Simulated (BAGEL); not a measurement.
# AlSiH4Cl (SMILES [SiH3][AlH][Cl]): a chain of runs

We compute a single-point energy (HF/def2-SV(P)), then the energy (NEVPT2(2,2)/def2-SV(P)), then a single-point energy (CASPT2(2,2)/def2-SV(P)) of AlSiH4Cl. 

The calculation is run with BAGEL 1.2.2.

1 further run of the same task is left out (set aside as unsound or not needed).

### 1 The system as given

AlSiH4Cl has 7 atoms, charge 0, and is taken as a singlet. As SMILES, `[SiH3][AlH][Cl]`. The Si1–H5 distance was set to 2.011 Å, away from the relaxed value. At this shape a bond of the SMILES string is far longer than usual.

Bond lengths: Si1–Al2 2.446 Å, Al2–Cl3 2.104 Å, Si1–H4 1.490 Å, Si1–H6 1.489 Å, Al2–H7 1.581 Å. Angles: Si1–Al2–Cl3 116.2°, Si1–Al2–H7 127.5°, Cl3–Al2–H7 116.3°, Al2–Si1–H4 110.2°, Al2–Si1–H6 112.2°, H4–Si1–H6 108.2°. A long bond or contact: Si1–H5 2.011 Å.

### 2 The energy at HF/def2-SV(P) (density fitting with svp-jkfit) (run 1)

Contents of hf.json:

```json
{ "bagel": [

{
  "title": "molecule",
  "basis": "def2-sv_p_.json",
  "df_basis": "svp-jkfit",
  "geometry": [
    { "atom": "Si", "xyz": [    -1.82161662,     0.72231758,     0.30076125 ] },
    { "atom": "Al", "xyz": [     1.87468768,    -1.53571617,     1.91515428 ] },
    { "atom": "Cl", "xyz": [     3.17595309,    -4.57949804,    -0.28826638 ] },
    { "atom": "H", "xyz": [    -3.99763625,    -1.04325354,     0.02845172 ] },
    { "atom": "H", "xyz": [    -1.07260855,     2.18206676,    -3.12768571 ] },
    { "atom": "H", "xyz": [    -2.60660885,     2.82671659,     1.99679045 ] },
    { "atom": "H", "xyz": [     3.39837386,    -0.97182190,     4.42168701 ] }
  ]
},

{
  "title": "hf"
},

{
  "title": "print",
  "file": "orbitals.molden",
  "orbitals": "true"
}

]}
```

The basis set def2-SV(P) is read from a file made from the Basis Set Exchange's data (not shown).

Command:

```
BAGEL_NUM_THREADS=1 BAGEL hf.json > hf.out
```

Standard output:

```text
* using 1 threads per process

  ===============================================================
  ===============================================================

  *** Geometry ***

  { "atom" : "Si", "xyz" : [     -1.821617,      0.722318,      0.300761 ] },
  { "atom" : "Al", "xyz" : [      1.874688,     -1.535716,      1.915154 ] },
  { "atom" : "Cl", "xyz" : [      3.175953,     -4.579498,     -0.288266 ] },
  { "atom" : "H", "xyz" : [     -3.997636,     -1.043254,      0.028452 ] },
  { "atom" : "H", "xyz" : [     -1.072609,      2.182067,     -3.127686 ] },
  { "atom" : "H", "xyz" : [     -2.606609,      2.826717,      1.996790 ] },
  { "atom" : "H", "xyz" : [      3.398374,     -0.971822,      4.421687 ] },

  Number of auxiliary basis functions:      456

  Since a DF basis is specified, we compute 2- and 3-index integrals:
    o Being stored without compression. Storage requirement is 0.014 GB

  Number of basis functions:       62
  Number of electrons      :       48

    * METHOD: MOLECULE                             0.17

  *** RHF ***

  === Nuclear Repulsion ===
   163.2859217392

      * DIIS with orbital gradients will be used.

  === RHF iteration (def2-sv_p_.json) ===
      0       -992.31211676          0.00903248           0.05
      1       -992.36282624          0.00301471           0.04
      2       -992.36829871          0.00101312           0.04
      3       -992.36897691          0.00010042           0.04
      4       -992.36898454          0.00002510           0.04
      5       -992.36898509          0.00000596           0.04
      6       -992.36898512          0.00000182           0.04
      7       -992.36898513          0.00000046           0.04
      8       -992.36898513          0.00000016           0.04
      9       -992.36898513          0.00000005           0.04
     10       -992.36898513          0.00000001           0.04
     11       -992.36898513          0.00000000           0.04
    * SCF iteration converged.

    * Permanent dipole moment:
           (    0.156023,    -0.212240,    -0.689626) a.u.

    * METHOD: HF                                   0.64

    * METHOD: PRINT                                0.01

  ===============================================================
```

Wall time 0.95 s (1 thread of Arm Neoverse V1, shared host); peak memory 0.14 GiB.

### 3 The energy at NEVPT2(2,2)/def2-SV(P) (density fitting with svp-jkfit) (run 2)

Contents of calc.json:

```json
{ "bagel": [

{
  "title": "molecule",
  "basis": "def2-sv_p_.json",
  "df_basis": "svp-jkfit",
  "geometry": [
    { "atom": "Si", "xyz": [ -1.82161662,  0.72231758,  0.30076125 ] },
    { "atom": "Al", "xyz": [  1.87468768, -1.53571617,  1.91515428 ] },
    { "atom": "Cl", "xyz": [  3.17595309, -4.57949804, -0.28826638 ] },
    { "atom": "H", "xyz": [ -3.99763625, -1.04325354,  0.02845172 ] },
    { "atom": "H", "xyz": [ -1.07260855,  2.18206676, -3.12768571 ] },
    { "atom": "H", "xyz": [ -2.60660885,  2.82671659,  1.99679045 ] },
    { "atom": "H", "xyz": [  3.39837386, -0.97182190,  4.42168701 ] }
  ]
},
{
  "title": "hf",
  "charge": 0
},
{
  "title": "nevpt2",
  "nstate": 1,
  "nact": 2,
  "nclosed": 23,
  "charge": 0,
  "active": [23, 26],
  "maxiter": 200,
  "natocc": "true",
  "ncore": 15
},
{
  "title": "print",
  "file": "orbitals.molden",
  "orbitals": "true"
}

]}
```

The basis set def2-SV(P) is read from a file made from the Basis Set Exchange's data (not shown).

Command:

```
BAGEL_NUM_THREADS=1 BAGEL calc.json > calc.out
```

Standard output:

```text
* using 1 threads per process

  ===============================================================
  ===============================================================

  *** Geometry ***

  { "atom" : "Si", "xyz" : [     -1.821617,      0.722318,      0.300761 ] },
  { "atom" : "Al", "xyz" : [      1.874688,     -1.535716,      1.915154 ] },
  { "atom" : "Cl", "xyz" : [      3.175953,     -4.579498,     -0.288266 ] },
  { "atom" : "H", "xyz" : [     -3.997636,     -1.043254,      0.028452 ] },
  { "atom" : "H", "xyz" : [     -1.072609,      2.182067,     -3.127686 ] },
  { "atom" : "H", "xyz" : [     -2.606609,      2.826717,      1.996790 ] },
  { "atom" : "H", "xyz" : [      3.398374,     -0.971822,      4.421687 ] },

  Number of auxiliary basis functions:      456

  Since a DF basis is specified, we compute 2- and 3-index integrals:
    o Being stored without compression. Storage requirement is 0.014 GB

  Number of basis functions:       62
  Number of electrons      :       48

    * METHOD: MOLECULE                             0.17

  *** RHF ***

  === Nuclear Repulsion ===
   163.2859217392

      * DIIS with orbital gradients will be used.

  === RHF iteration (def2-sv_p_.json) ===
      0       -992.31211676          0.00903248           0.04
      1       -992.36282624          0.00301471           0.04
      2       -992.36829871          0.00101312           0.04
      3       -992.36897691          0.00010042           0.04
      4       -992.36898454          0.00002510           0.04
      5       -992.36898509          0.00000596           0.04
      6       -992.36898512          0.00000182           0.04
      7       -992.36898513          0.00000046           0.04
      8       -992.36898513          0.00000016           0.04
      9       -992.36898513          0.00000005           0.04
     10       -992.36898513          0.00000001           0.04
     11       -992.36898513          0.00000000           0.04
    * SCF iteration converged.

    * Permanent dipole moment:
           (    0.156023,    -0.212240,    -0.689626) a.u.

    * METHOD: HF                                   0.64

    * freezing 15 orbitals
  ---------------------------
      CASSCF calculation
  ---------------------------

    ==== Active orbitals : =====
         Orbital 23
         Orbital 26
    ============================

    * nstate   :      1
    * nclosed  :     23
    * nact     :      2
    * nvirt    :     37
  === CASSCF iteration (def2-sv_p_.json) ===

    * Using the second-order algorithm

      0  0      -992.37006186     2.61e-04      0.02

      1  0      -992.38957478     1.77e-03      0.19

      2  0      -992.39446158     4.39e-04      0.21

      3  0      -992.39472944     1.50e-04      0.22

      4  0      -992.39473911     4.42e-05      0.21

      5  0      -992.39473974     1.21e-05      0.23

      6  0      -992.39473978     3.25e-06      0.22

      7  0      -992.39473979     8.62e-07      0.22

      8  0      -992.39473979     2.28e-07      0.20

      9  0      -992.39473979     6.03e-08      0.19

     10  0      -992.39473979     1.59e-08      0.18

     11  0      -992.39473979     4.21e-09      0.16

    * Second-order optimization converged. *

     guess   0:   closed 1.                   open ..

  === FCI iteration ===

      0  0      -992.36816948     6.89e-02      0.00
      1  0      -992.39473947     1.97e-04      0.00
      2  0 *    -992.39473979     6.21e-16      0.00

     * ci vector, state   0, <S^2> = 0.0000
       2.     0.9819211018
       .2    -0.1892906492

  === DF-NEVPT2 calculation ===

    * 3-index integral transformation done
    * assembly done

      NEVPT2 correlation energy:   -0.2504431875      0.05

          (+0)     -0.2274775183
          (+0)'    -0.0043800214
          (+1)     -0.0038175800
          (+1)'    -0.0000000000
          (+2)     -0.0002324527
          (-1)     -0.0123858673
          (-1)'     0.0000000000
          (-2)     -0.0021497477

      NEVPT2 total energy:       -992.6451829728

    * METHOD: NEVPT2                               2.46

    * METHOD: PRINT                                0.01

  ===============================================================
```

It took 3.6 s on 1 thread of Arm Neoverse V1, shared host; peak memory 0.14 GiB.

### 4 A single-point energy at CASPT2(2,2)/def2-SV(P) (density fitting with svp-jkfit) (run 3)

Contents of job.json:

```json
{ "bagel": [

{
  "title": "molecule",
  "basis": "def2-sv_p_.json",
  "df_basis": "svp-jkfit",
  "geometry": [
    { "atom": "Si", "xyz": [    -1.82161662,     0.72231758,     0.30076125 ] },
    { "atom": "Al", "xyz": [     1.87468768,    -1.53571617,     1.91515428 ] },
    { "atom": "Cl", "xyz": [     3.17595309,    -4.57949804,    -0.28826638 ] },
    { "atom": "H", "xyz": [    -3.99763625,    -1.04325354,     0.02845172 ] },
    { "atom": "H", "xyz": [    -1.07260855,     2.18206676,    -3.12768571 ] },
    { "atom": "H", "xyz": [    -2.60660885,     2.82671659,     1.99679045 ] },
    { "atom": "H", "xyz": [     3.39837386,    -0.97182190,     4.42168701 ] }
  ]
},

{
  "title": "hf"
},

{
  "title": "casscf",
  "nstate": 1,
  "nact": 2,
  "nclosed": 23,
  "active": [23, 26],
  "maxiter": 200,
  "natocc": true
},

{
  "title": "print",
  "file": "orbitals.molden",
  "orbitals": true
},

{
  "title": "smith",
  "method": "caspt2",
  "ms": true,
  "xms": true,
  "sssr": true,
  "shift": 0.2,
  "shift_imag": true,
  "ncore": 15
}

]}
```

The basis set def2-SV(P) is read from a file made from the Basis Set Exchange's data (not shown).

Command:

```
BAGEL_NUM_THREADS=1 BAGEL job.json > job.out
```

Standard output:

```text
* using 1 threads per process

  ===============================================================
  ===============================================================

  *** Geometry ***

  { "atom" : "Si", "xyz" : [     -1.821617,      0.722318,      0.300761 ] },
  { "atom" : "Al", "xyz" : [      1.874688,     -1.535716,      1.915154 ] },
  { "atom" : "Cl", "xyz" : [      3.175953,     -4.579498,     -0.288266 ] },
  { "atom" : "H", "xyz" : [     -3.997636,     -1.043254,      0.028452 ] },
  { "atom" : "H", "xyz" : [     -1.072609,      2.182067,     -3.127686 ] },
  { "atom" : "H", "xyz" : [     -2.606609,      2.826717,      1.996790 ] },
  { "atom" : "H", "xyz" : [      3.398374,     -0.971822,      4.421687 ] },

  Number of auxiliary basis functions:      456

  Since a DF basis is specified, we compute 2- and 3-index integrals:
    o Being stored without compression. Storage requirement is 0.014 GB

  Number of basis functions:       62
  Number of electrons      :       48

    * METHOD: MOLECULE                             0.17

  *** RHF ***

  === Nuclear Repulsion ===
   163.2859217392

      * DIIS with orbital gradients will be used.

  === RHF iteration (def2-sv_p_.json) ===
      0       -992.31211676          0.00903248           0.04
      1       -992.36282624          0.00301471           0.04
      2       -992.36829871          0.00101312           0.04
      3       -992.36897691          0.00010042           0.04
      4       -992.36898454          0.00002510           0.04
      5       -992.36898509          0.00000596           0.04
      6       -992.36898512          0.00000182           0.04
      7       -992.36898513          0.00000046           0.04
      8       -992.36898513          0.00000016           0.04
      9       -992.36898513          0.00000005           0.04
     10       -992.36898513          0.00000001           0.04
     11       -992.36898513          0.00000000           0.04
    * SCF iteration converged.

    * Permanent dipole moment:
           (    0.156023,    -0.212240,    -0.689626) a.u.

    * METHOD: HF                                   0.61

  ---------------------------
      CASSCF calculation
  ---------------------------

    ==== Active orbitals : =====
         Orbital 23
         Orbital 26
    ============================

    * nstate   :      1
    * nclosed  :     23
    * nact     :      2
    * nvirt    :     37
  === CASSCF iteration (def2-sv_p_.json) ===

    * Using the second-order algorithm

      0  0      -992.37006186     2.61e-04      0.01

      1  0      -992.38957478     1.77e-03      0.18

      2  0      -992.39446158     4.39e-04      0.20

      3  0      -992.39472944     1.50e-04      0.21

      4  0      -992.39473911     4.42e-05      0.20

      5  0      -992.39473974     1.21e-05      0.22

      6  0      -992.39473978     3.25e-06      0.22

      7  0      -992.39473979     8.62e-07      0.22

      8  0      -992.39473979     2.28e-07      0.20

      9  0      -992.39473979     6.03e-08      0.20

     10  0      -992.39473979     1.59e-08      0.18

     11  0      -992.39473979     4.21e-09      0.16

    * Second-order optimization converged. *

     guess   0:   closed 1.                   open ..

  === FCI iteration ===

      0  0      -992.36816948     6.89e-02      0.00
      1  0      -992.39473947     1.97e-04      0.00
      2  0 *    -992.39473979     6.21e-16      0.00

     * ci vector, state   0, <S^2> = 0.0000
       2.     0.9819211018
       .2    -0.1892906492

    * METHOD: CASSCF                               2.29

    * METHOD: PRINT                                0.01

  === SMITH program ===

    * freezing 15 orbitals

    * Approximate memory requirement for SMITH calulation per MPI process:
      o Storage requirement for T-amplitude, lambda, and residual is 0.00 GB
      o Storage requirement for MO integrals is 0.00 GB
    * Calculating and saving rdm4f

    * Zeroth order energy : state  0       -0.7732016182

    * CASPT2 iteration is performed using orthogonal basis

      -------------------------------------------  CASPT2 iteration  ---------------------------------------------------
       #      aibj      arbs      arbi      airj      risj      airs      arst      rist         Etot      error   time
      ------------------------------------------------------------------------------------------------------------------

       0  -0.22610  -0.00276  -0.01269  -0.00420  -0.00036  -0.00383  -0.00000  -0.00000   -0.2499335  0.0011777   0.02
       1  -0.22621  -0.00279  -0.01273  -0.00430  -0.00039  -0.00394   0.00000  -0.00000   -0.2503595  0.0002487   0.02
       2  -0.22621  -0.00279  -0.01274  -0.00431  -0.00039  -0.00394  -0.00000  -0.00000   -0.2503785  0.0000553   0.02
       3  -0.22621  -0.00279  -0.01274  -0.00430  -0.00039  -0.00395  -0.00000  -0.00000   -0.2503793  0.0000117   0.02
       4  -0.22621  -0.00279  -0.01274  -0.00430  -0.00039  -0.00395   0.00000  -0.00000   -0.2503794  0.0000021   0.02
       5  -0.22621  -0.00279  -0.01274  -0.00430  -0.00039  -0.00395  -0.00000   0.00000   -0.2503794  0.0000004   0.02

      ------------------------------------------------------------------------------------------------------------------

    * CASPT2 energy : state  0     -992.6472704709
        w/o shift correction       -992.6451191420
        reference weight              0.9014949240

    * METHOD: SMITH                                0.21

  ===============================================================
```

It took 3.6 s on 1 thread of Arm Neoverse V1, shared host; peak memory 0.14 GiB.

### 5 Summary of results

| quantity | value |
| --- | --- |
| run 1, HF/def2-SV(P): total energy | -992.36899 Eh |
| run 1, HF/def2-SV(P): dipole moment | 1.88 D |
| run 1, HF/def2-SV(P): HOMO energy | -10.40 eV |
| run 1, HF/def2-SV(P): LUMO energy | 0.58 eV |
| run 1, HF/def2-SV(P): HOMO–LUMO gap | 10.98 eV |
| run 2, NEVPT2(2,2)/def2-SV(P): total energy | -992.64518 Eh |
| run 3, CASPT2(2,2)/def2-SV(P): total energy | -992.64727 Eh |
